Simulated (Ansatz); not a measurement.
**BF (SMILES [B]F) at 6 levels**

We compute a comparison of 6 runs (UHF/STO-3G, BLYP/STO-3G, CAM-B3LYP/STO-3G, UPBE/STO-3G, r2SCAN0/STO-3G, RPA@PBE/STO-3G) of BF. 

The results are computed with Ansatz 0.2.0.

35 further runs of the same task are left out: 1 that didn't finish, 34 set aside as unsound or not needed.

**1. The structure to begin with**

The species is BF (2 atoms), meant as a singlet with charge 0. SMILES: `[B]F`. The F2–B1 distance was set to 3.158 Å, away from the relaxed value.

**2. A single-point energy at UHF/STO-3G (run 1)**

The input, input.yaml:

```yaml
crystal:
  periodic: [false, false, false]
  atoms:
    - {symbol: B, position_ang: [0.000000, -0.000000, -1.903960]}
    - {symbol: F, position_ang: [-0.000000, 0.000000, 1.253740]}
basis:
  gaussian:
    orbitals: STO-3G
magnetization:
  spin_polarized: true
  initial_magnetization: 0
total_charge: 0
accuracy: high
hamiltonian:
  xc: hf
```

Started as:

```console
$ ansatz run input.yaml --threads 1 --pin off --max-ram 3480MiB --events-out events.jsonl --progress --plain --runs-dir runs
```

Standard output:

```text
Warning: RAYON_NUM_THREADS=1 ignored (pool sized by the plan → 1); use --threads N
Functional definition: HF
  name "HF"
  exchange = exact_x
  correlation = 0
142 factors; integrals over basis functions are off by at most 8.5e-9 eV
mean field evaluation 1: about -3312.4771 eV, gradient 3.0e0 eV
mean field evaluation 2: about -3312.4780 eV, gradient 3.0e0 eV
mean field evaluation 4: about -3315.2614 eV, gradient 7.1e0 eV
mean field evaluation 8: about -3316.5882 eV, gradient 3.5e0 eV
mean field evaluation 16: about -3322.7822 eV, gradient 5.4e0 eV
mean field evaluation 32: about -3323.4907 eV, gradient 1.2e-2 eV
mean field evaluation 64: about -3319.9057 eV, gradient 9.8e0 eV
mean field evaluation 96: about -3323.4883 eV, gradient 2.4e-7 eV
mean field evaluation 128: about -3315.1026 eV, gradient 5.1e0 eV
mean field evaluation 160: about -3316.8989 eV, gradient 3.7e-4 eV
mean field -3323.49771706 eV, -122.1362883541 hartree, gradient 1.0e-8 eV, S^2 0.996742; 5 other end points of the search recorded, 0 dependent functions left out
reference -3323.49771706 eV, -122.1362883541 hartree; 7, 7 occupied and 3, 3 virtual orbitals, 142 factors
Total energy: -3323.49771706 eV, -122.1362883541 hartree
```

Run time: 0.12 s. Hardware: 1 thread of Intel Xeon 6975P-C (Granite Rapids), shared host.

**3. The energy at BLYP/STO-3G (run 2)**

The input, input.yaml:

```yaml
crystal:
  periodic: [false, false, false]
  atoms:
    - {symbol: B, position_ang: [0.000000, -0.000000, -1.903960]}
    - {symbol: F, position_ang: [-0.000000, 0.000000, 1.253740]}
basis:
  gaussian: {orbitals: STO-3G}
hamiltonian: {xc: {name: BLYP}}
accuracy: high
```

Started as:

```console
$ ansatz run input.yaml --threads 1 --pin off --max-ram 3480MiB --events-out events.jsonl --progress --plain --runs-dir runs
```

Standard output:

```text
Warning: RAYON_NUM_THREADS=1 ignored (pool sized by the plan → 1); use --threads N
Functional definition: BLYP
  name "BLYP"
  parameter beta = 0.0042
  parameter a = 0.04918
  parameter b = 0.132
  parameter c = 0.2533
  parameter d = 0.349
  exchange = b88_x(beta = beta)
  correlation = lyp_c(a = a, b = b, c = c, d = d)
142 factors; integrals over basis functions are off by at most 8.5e-9 eV
mean field evaluation 1: about -3322.8684 eV, gradient 9.3e0 eV
mean field evaluation 2: about -2947.9495 eV, gradient 1.6e1 eV
mean field evaluation 4: about -3321.9287 eV, gradient 8.4e0 eV
mean field evaluation 8: about -3333.2218 eV, gradient 2.4e0 eV
mean field evaluation 16: about -3294.5903 eV, gradient 7.4e1 eV
mean field evaluation 32: about -3333.1431 eV, gradient 5.0e0 eV
mean field evaluation 64: about -3310.9196 eV, gradient 5.2e-3 eV
mean field evaluation 96: about -3312.5841 eV, gradient 7.8e1 eV
mean field evaluation 128: about -3321.4641 eV, gradient 7.0e1 eV
mean field evaluation 160: about -3332.2205 eV, gradient 2.1e0 eV
mean field -3333.25024894 eV, -122.4946872903 hartree, gradient 8.1e-8 eV, S^2 0.000000; 9 other end points of the search recorded, 0 dependent functions left out
reference -3333.25027786 eV, -122.4946883531 hartree; 7, 7 occupied and 3, 3 virtual orbitals, 142 factors
Total energy: -3333.25027786 eV, -122.4946883531 hartree
```

Run time: 0.56 s. Hardware: 1 thread of Intel Xeon 6975P-C (Granite Rapids), shared host.

Runs 3 to 5 aren't shown in full; the table further down has their settings and results.

**4. The energy at RPA@PBE/STO-3G (run 6)**

The input, in.yaml:

```yaml
crystal:
  periodic: [false, false, false]
  atoms:
    - {symbol: B, position_ang: [0.000000, -0.000000, -1.903960]}
    - {symbol: F, position_ang: [-0.000000, 0.000000, 1.253740]}
basis:
  gaussian:
    orbitals: STO-3G
total_charge: 0
hamiltonian:
  xc: pbe
correlation:
  method: rpa
  frozen_orbitals: {B: 1, F: 1}
accuracy: high
```

Started as:

```console
$ ansatz run in.yaml --threads 1 --pin off --max-ram 3480MiB --events-out events.jsonl --progress --plain --runs-dir runs
```

Standard output:

```text
Warning: RAYON_NUM_THREADS=1 ignored (pool sized by the plan → 1); use --threads N
Functional definition: PBE
  name "PBE"
  parameter kappa = 0.804
  parameter beta = 0.06672455060314922
  exchange = pbe_x(kappa = kappa, mu = beta*pi^2/3)
  correlation = pbe_c(beta = beta)
142 factors; integrals over basis functions are off by at most 8.5e-9 eV
mean field evaluation 1: about -3320.0674 eV, gradient 9.1e0 eV
mean field evaluation 2: about -3320.0674 eV, gradient 9.1e0 eV
mean field evaluation 4: about -3319.0483 eV, gradient 9.0e0 eV
mean field evaluation 8: about -3330.2264 eV, gradient 2.4e0 eV
mean field evaluation 16: about -3330.3860 eV, gradient 9.0e-8 eV
mean field evaluation 32: about -3218.5530 eV, gradient 1.3e2 eV
mean field evaluation 64: about -3330.2774 eV, gradient 2.7e-8 eV
mean field evaluation 96: about -3329.5649 eV, gradient 1.6e1 eV
mean field evaluation 128: about -3330.3829 eV, gradient 2.1e-1 eV
mean field evaluation 160: about -3144.9022 eV, gradient 1.1e1 eV
mean field -3330.38604470 eV, -122.3894297261 hartree, gradient 9.0e-8 eV, S^2 0.000000; 8 other end points of the search recorded, 0 dependent functions left out; unrestricted orbitals would lower it
unrestricted determinant -3323.49771704 eV, -122.1362883537 hartree, S^2 0.9967
2 core orbitals not correlated: weight in the atoms' cores, before any rotation towards them, 1.000 or more for the frozen orbitals, at most 0.000 for the correlated occupied ones
reference -3314.02444111 eV, -121.7881518842 hartree; 5, 5 occupied and 3, 3 virtual orbitals, 142 factors
Total energy: -3326.25019502 eV, -122.2374400537 hartree
```

Wall time 0.68 s (1 thread of Intel Xeon 6975P-C (Granite Rapids), shared host).

**5. Overview of the runs**

| run | level | frozen core orbitals | energy (Eh) | wall time |
| --- | --- | --- | --- | --- |
| 1 | UHF/STO-3G | – | -122.136288 | 0.12 s |
| 2 | BLYP/STO-3G | – | -122.494688 | 0.56 s |
| 3 | CAM-B3LYP/STO-3G | – | -122.407920 | 0.28 s |
| 4 | UPBE/STO-3G | – | -122.406005 | 1.5 s |
| 5 | r2SCAN0/STO-3G | – | -122.426135 | 0.54 s |
| 6 | RPA@PBE/STO-3G | 2 | -122.237440 | 0.68 s |

**6. What came out**

| quantity | value |
| --- | --- |
| run 6: total energy | -122.23744 Eh |
| run 6: RPA correlation energy (valence) | -449.3 mEh |

Totals of different functionals can't be ranked against each other. In run 6 the log says that unrestricted orbitals would lower the reference, so the values rest on an unstable closed-shell determinant (other closed-shell runs at this shape may share the fault). In runs 1, 2, 3, 4, 5, 6 the basis is minimal, so the values are rough. Spin contamination of the reference: run 1 ⟨S²⟩ = 1.00, run 4 ⟨S²⟩ = 0.80. Where it is this large, the reference is a mixture of spin states, and values that rest on it are in doubt. All runs together took 3.7 s, the longest 1.5 s.
